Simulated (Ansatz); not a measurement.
**AlH5S: one species, many methods**

One table from this session's results is given with a row withheld; the runs are named, their logs left out.

Program: Ansatz 0.2.0, Gaussian basis. Level of theory: functionals in def2-TZVPP, the program's frozen cores in correlated methods. These are calculated values, not measurements.

Levels to be run: LDA (SPW92), PBE-D4, revPBE-D4, BLYP-D4, r2SCAN-D4, B97M-V, PBE0-D4, B3LYP-D4, r2SCANh-D4, r2SCAN0-D4, HSE06-D4, BHLYP-D4, CAM-B3LYP-D4, LC-ωPBE, ωB97X-V, ωB97M-V, B2PLYP, PBE-QIDH; CCSD(T)/def2-SVP; CCSD(T)/def2-TZVPP; CCSD(T)/def2-QZVPP; extrapolation to the limit; RPA on PBE.

### The geometry

An earlier PBE0-D4 in a triple-zeta def2 set relaxation fixed the geometry.

SMILES `[AlH3-][SH2+]`, 7 atoms, charge 0, spin multiplicity 1.

Atoms are counted from 1 here; the program's logs count them from 0.

Bond lengths: Al1–S2 2.535 Å, Al1–H3 1.595 Å, Al1–H4 1.595 Å, Al1–H5 1.597 Å, S2–H6 1.344 Å, S2–H7 1.344 Å. Angles: S2–Al1–H3 95.5°, S2–Al1–H4 95.4°, S2–Al1–H5 98.7°, H3–Al1–H4 119.1°, H3–Al1–H5 118.5°, H4–Al1–H5 118.5°, Al1–S2–H6 97.8°, Al1–S2–H7 97.8°, H6–S2–H7 92.8°.

Coordinates:

```csv
atom,x (Å),y (Å),z (Å)
Al1,-0.6140,-0.7490,-0.5138
S2,0.6250,0.6945,1.1615
H3,0.0506,-2.1236,-0.0513
H4,-2.0722,-0.3746,0.0144
H5,-0.0912,-0.0639,-1.8580
H6,0.3287,1.8910,0.6255
H7,1.8343,0.6577,0.5759
```

Set-up of the first run:

The input, in.yaml:

```yaml
crystal:
  periodic: [false, false, false]
  atoms:
    - {symbol: Al, position_ang: [-0.613996, -0.748953, -0.513778]}
    - {symbol: S, position_ang: [0.625006, 0.694468, 1.161525]}
    - {symbol: H, position_ang: [0.050613, -2.123604, -0.051252]}
    - {symbol: H, position_ang: [-2.072172, -0.374631, 0.014401]}
    - {symbol: H, position_ang: [-0.091162, -0.063930, -1.857996]}
    - {symbol: H, position_ang: [0.328684, 1.890979, 0.625504]}
    - {symbol: H, position_ang: [1.834326, 0.657670, 0.575895]}
basis:
  gaussian: {orbitals: def2-TZVPP}
hamiltonian: {xc: lda}
output: {orbitals: {seedname: orbitals}}
```

On the command line:

```
> ansatz run in.yaml --threads 4 --pin off --events-out ev --progress --plain --max-ram 10444MiB
```

Among the steps run: LDA; PBE-D4 (GGA); revPBE-D4 (GGA); BLYP-D4 (GGA); r2SCAN-D4 (meta-GGA); B97M-V (meta-GGA); PBE0-D4 (hybrid); B3LYP-D4 (hybrid); r2SCANh-D4 (hybrid); r2SCAN0-D4 (hybrid); HSE06-D4 (hybrid); BHLYP-D4 (hybrid); CAM-B3LYP-D4 (range-separated); LC-ωPBE (range-separated); ωB97X-V (range-separated); ωB97M-V (range-separated); B2PLYP (double hybrid); PBE-QIDH (double hybrid).

One table of the session follows, with a row left open; its other results are not shown here.

It belongs to the step «Frontier levels by functional». 

```
  functional  HOMO (eV)  gap (eV)
 LDA (SPW92)      -6.59      4.84
      PBE-D4      -6.55      4.89
   revPBE-D4      -6.52      4.91
     BLYP-D4      -6.46      4.89
   r2SCAN-D4      -6.86      5.49
      B97M-V      -6.96      5.47
     PBE0-D4          ?         ?
    B3LYP-D4      -7.63      6.72
  r2SCANh-D4      -7.32      6.32
  r2SCAN0-D4      -8.02      7.56
    HSE06-D4      -7.41      6.39
    BHLYP-D4      -9.03      9.38
CAM-B3LYP-D4      -9.23      9.73
     LC-ωPBE     -10.63     12.36
     ωB97X-V     -10.28     11.84
     ωB97M-V     -10.05     11.26
```

Q: Estimate the row for PBE0-D4 from the others.

**Answer.** HOMO (eV): -7.81; gap (eV): 7.18. In the column «HOMO (eV)» it lies between r2SCAN0-D4 (-8.02) and B3LYP-D4 (-7.63).
